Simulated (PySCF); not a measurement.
Gas-phase reaction: AlF2OH ⇌ AlOH + 2 F

Computed with PySCF and rigid-rotor harmonic-oscillator thermochemistry at 1 bar. † marks an energy on the PBE0/def2-TZVP geometry and frequencies. MP2 freezes the core. Open shells (unrestricted): F (multiplicity 2); the rest are closed-shell singlets. Spin-orbit splitting is ignored; it lowers the true energy and changes the entropy of F. B3LYP is the form with VWN-RPA correlation. AlF2OH: computed as isolated molecules; such fragments, hydroxides, amides, oligomers or adducts are transient or little studied in the gas. MP2 isn't extrapolated to the basis-set limit.

| level | ΔH°(298 K), kJ |
|---|---|
| B3LYP/def2-TZVP† | 1079 |
| HF/def2-TZVP† | 847 |
| MP2/def2-TZVPP† | (withheld) |
| PBE0/def2-QZVP† | (withheld) |
| PBE0/def2-SVP† | 1057 |

Problem. Complete the blanks.

Solution. 
- MP2/def2-TZVPP†, ΔH°(298 K), kJ: 1163
- PBE0/def2-QZVP†, ΔH°(298 K), kJ: 1083
